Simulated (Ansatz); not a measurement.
# C2H6N+ (SMILES C=[NH+]C): one structure at several levels

How do the functionals fare away from a minimum? The structure is a structure displaced at random from a GFN2-xTB minimum.

Program: Ansatz 0.2.0, Gaussian basis. Level of theory: single points in def2-TZVPP. These are calculated values, not measurements.

Cores are frozen in the correlated methods.

## Step 1: The system as given

SMILES `C=[NH+]C`, 9 atoms, charge 1, spin multiplicity 1.

Atoms are counted from 1 here; the program's logs count them from 0.

Bond lengths: C1–N2 1.232 Å, C1–H4 1.153 Å, C1–H5 1.079 Å, N2–C3 1.482 Å, N2–H6 1.017 Å, C3–H7 1.048 Å, C3–H8 1.060 Å, C3–H9 0.978 Å. Angles: N2–C1–H4 115.8°, N2–C1–H5 122.9°, H4–C1–H5 119.3°, C1–N2–C3 125.4°, C1–N2–H6 115.5°, C3–N2–H6 118.0°, N2–C3–H7 113.6°, N2–C3–H8 106.9°, N2–C3–H9 107.2°, H7–C3–H8 106.9°, H7–C3–H9 112.6°, H8–C3–H9 109.4°.

As a file:

```xyz
9
C2H6N
C    -0.48790    0.68430   -1.02010
N     0.08540    0.53130    0.05970
C     0.38840   -0.77430    0.69320
H    -0.96260   -0.26340   -1.47440
H    -0.77840    1.65250   -1.39640
H     0.53110    1.36190    0.44060
H     0.87480   -1.44840    0.05430
H    -0.54040   -1.21220    0.95460
H     0.90040   -0.59000    1.50580
```

## Step 2: CCSD(T)/def2-TZVPP

File run/in.yaml:

```yaml
crystal:
  periodic: [false, false, false]
  atoms:
    - {symbol: C, position_ang: [-0.487900, 0.684300, -1.020100]}
    - {symbol: N, position_ang: [0.085400, 0.531300, 0.059700]}
    - {symbol: C, position_ang: [0.388400, -0.774300, 0.693200]}
    - {symbol: H, position_ang: [-0.962600, -0.263400, -1.474400]}
    - {symbol: H, position_ang: [-0.778400, 1.652500, -1.396400]}
    - {symbol: H, position_ang: [0.531100, 1.361900, 0.440600]}
    - {symbol: H, position_ang: [0.874800, -1.448400, 0.054300]}
    - {symbol: H, position_ang: [-0.540400, -1.212200, 0.954600]}
    - {symbol: H, position_ang: [0.900400, -0.590000, 1.505800]}
basis:
  gaussian: {orbitals: def2-TZVPP}
total_charge: 1
correlation: {method: ccsd_t}
output: {forces: true}
```

No record of the launch command was kept for these runs.

## Step 3: PBE0-D4/def2-TZVPP

Edit run/in.yaml of step 2 so:

```diff
@@ -15,3 +15,3 @@
 total_charge: 1
-correlation: {method: ccsd_t}
-output: {forces: true}
+hamiltonian: {xc: pbe0, dispersion: d4}
+output: {forces: true, orbitals: {seedname: orbitals}}
```

## Step 4: wB97M-V/def2-TZVPP

Edit run/in.yaml of step 3 so:

```diff
@@ -15,3 +15,3 @@
 total_charge: 1
-hamiltonian: {xc: pbe0, dispersion: d4}
-output: {forces: true, orbitals: {seedname: orbitals}}
+hamiltonian: {xc: {name: wB97M-V}}
+output: {forces: true}
```

## Step 5: r2SCAN-D4/def2-TZVPP

Edit run/in.yaml of step 4 so:

```diff
@@ -15,3 +15,3 @@
 total_charge: 1
-hamiltonian: {xc: {name: wB97M-V}}
+hamiltonian: {xc: r2scan, dispersion: d4}
 output: {forces: true}
```

## Step 6: PBE-D4/def2-TZVPP

Edit run/in.yaml of step 5 so:

```diff
@@ -15,3 +15,3 @@
 total_charge: 1
-hamiltonian: {xc: r2scan, dispersion: d4}
+hamiltonian: {xc: pbe, dispersion: d4}
 output: {forces: true}
```

## Step 7: SPW92/def2-TZVPP

Edit run/in.yaml of step 6 so:

```diff
@@ -15,3 +15,3 @@
 total_charge: 1
-hamiltonian: {xc: pbe, dispersion: d4}
+hamiltonian: {xc: lda}
 output: {forces: true}
```

## Step 8: B97M-V/def2-TZVPP

Edit run/in.yaml of step 7 so:

```diff
@@ -15,3 +15,3 @@
 total_charge: 1
-hamiltonian: {xc: lda}
+hamiltonian: {xc: {name: B97M-V}}
 output: {forces: true}
```

(Steps that only read results are left out.)

**Question.** What will these runs give? Wanted: energy less free atoms, CCSD(T)/def2-TZVPP; RMS force component; RMS force error; HOMO and LUMO, PBE0-D4; T1 diagnostic.

As calculated:

```
                                  quantity                                                                                        value
energy less free atoms, CCSD(T)/def2-TZVPP                                                                               -2536.7 kJ/mol
                       RMS force component                                                         1.709 to 1.857 eV/Å over the methods
                           RMS force error  PBE0-D4 0.249, wB97M-V 0.204, r2SCAN-D4 0.181, PBE-D4 0.219, SPW92 0.481, B97M-V 0.241 eV/Å
                    HOMO and LUMO, PBE0-D4                                                                          -16.28 and -7.74 eV
                             T1 diagnostic                                                                                        0.013
```

In words: Against CCSD(T) the functionals' energies less atoms differ by -547.4 to -74.7 kJ/mol, PBE-D4 by -153.8 kJ/mol. CCSD(T) in triple zeta still lacks some correlation energy of the bonds, so part of these gaps is its own basis error and they don't rank the functionals. The forces of r2SCAN-D4 come nearest to CCSD(T), those of SPW92 are farthest. Frozen-core CCSD(T) forces in triple zeta carry basis errors of their own, and this is one geometry, so small gaps rank nothing.
